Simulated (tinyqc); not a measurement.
Inside a calculation. Method: Hueckel theory of the pi electrons with the omega technique, for the molecule c1c[cH+]1 (SMILES; centres numbered as the heavy atoms are written). One step of it, computed by the program tinyqc.

Task: Omega technique, round 2. h_r = h_r(0) + omega q_r, omega = 1, with q_r = z_r - P_rr.

Hueckel matrix in units of beta (H = alpha + beta A), order 1C, 2C, 3C:
```
[[0.000000, 1.000000, 1.000000],
 [1.000000, 0.000000, 1.000000],
 [1.000000, 1.000000, 0.000000]]
```

charge and bond-order matrix P, order 1C, 2C, 3C:
```
[[0.666667, 0.666667, 0.666667],
 [0.666667, 0.666667, 0.666667],
 [0.666667, 0.666667, 0.666667]]
```

Centres:
```
centre  z_r, pi electrons of the neutral centre         h
1C                                            1  0.000000
2C                                            1  0.000000
3C                                            1  0.000000
```

Give: matrix after round 2.

Result:

matrix after round 2, order 1C, 2C, 3C:
```
[[0.3333, 1.0000, 1.0000],
 [1.0000, 0.3333, 1.0000],
 [1.0000, 1.0000, 0.3333]]
```
